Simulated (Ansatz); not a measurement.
Reaction (isomerisation): `C#COCF` → `OC1=C(F)C1`

Isolated molecules relaxed with PBE0-D4/def2-TZVP in Ansatz; ΔE leaves out vibrations. CBS: MP2 limit from def2 TZ/QZ plus the TZ coupled-cluster correction, frozen cores. DFT in def2-TZVPP. One conformer a species, not always the lowest.

**Question.** Is it downhill or uphill in electronic energy at CCSD(T)/CBS, and by how much? (An estimate is asked.)

**Answer.** Ansatz gave: Uphill: ΔE = +10.7 kcal/mol.

**Question.** What do these levels give: PBE0-D4, revPBE, BLYP, r2SCAN, CAM-B3LYP, HF/def2-SVP? (An estimate is asked.)

**Answer.** Ansatz gave: PBE0-D4 3.9, revPBE 3.9, BLYP 10.8, r2SCAN 6.7, CAM-B3LYP 10.8, HF/def2-SVP 16.9 kcal/mol.

Largest T1 diagnostic among the species: 0.013.

From BLYP to BHLYP (50 % exact exchange), in def2-TZVPP and without D4, ΔE moves by +1.7 kcal/mol. At CCSD(T), def2-SVP lies −1.9 kcal/mol from the extrapolated value and def2-TZVPP +0.4 kcal/mol. In def2-TZVPP, CCSD(T) changes the Hartree–Fock value by −7.6 kcal/mol (the triples alone add −0.8 kcal/mol) and MP2 by −8.5 kcal/mol.
